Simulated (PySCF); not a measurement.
**Gas-phase thermal properties of SiH₂Cl**

Method: PySCF energies (xtb for GFN2) plus ideal-gas RRHO corrections (1 bar). 6-31G* has spherical d functions here. Open shells (unrestricted): SiH₂Cl (multiplicity 2). GFN2 has no spin-polarisation term. B3LYP is the form with VWN-RPA correlation. SiH₂Cl: computed as isolated molecules; such fragments, hydroxides, amides, oligomers or adducts are transient or little studied in the gas. The harmonic model lacks anharmonicity and excited electronic states, which grow with temperature; levels with a mode under 35 cm⁻¹ are left out.

```json
[
 {"level": "B3LYP/6-31G*", "point group": "Cs", "σ": "1", "ZPE (kJ/mol)": "43.5", "S°298 (J/mol/K)": "262.6", "Cp298 (J/mol/K)": "47.3", "S°1000 (J/mol/K)": "334.9", "H1000 − H298 (kJ/mol)": "43.6"},
 {"level": "GFN2-xTB", "point group": "Cs", "σ": "1", "ZPE (kJ/mol)": "41.7", "S°298 (J/mol/K)": "264.9", "Cp298 (J/mol/K)": "51.5", "S°1000 (J/mol/K)": "339.9", "H1000 − H298 (kJ/mol)": "44.9"},
 {"level": "HF/6-31G*", "point group": "Cs", "σ": "1", "ZPE (kJ/mol)": "47.1", "S°298 (J/mol/K)": "261.3", "Cp298 (J/mol/K)": "45.5", "S°1000 (J/mol/K)": "331.6", "H1000 − H298 (kJ/mol)": "42.4"},
 {"level": "PBE/def2-SVP", "point group": "Cs", "σ": "1", "ZPE (kJ/mol)": "41.8", "S°298 (J/mol/K)": "263.1", "Cp298 (J/mol/K)": "48.1", "S°1000 (J/mol/K)": "336.3", "H1000 − H298 (kJ/mol)": "44.1"},
 {"level": "PBE0/def2-TZVP", "point group": "Cs", "σ": "1", "ZPE (kJ/mol)": "43.3", "S°298 (J/mol/K)": "262.3", "Cp298 (J/mol/K)": "47.3", "S°1000 (J/mol/K)": "334.6", "H1000 − H298 (kJ/mol)": "43.6"}
]
```
σ: rotational symmetry number. Electronic degeneracy used: 2. Frequencies are unscaled.
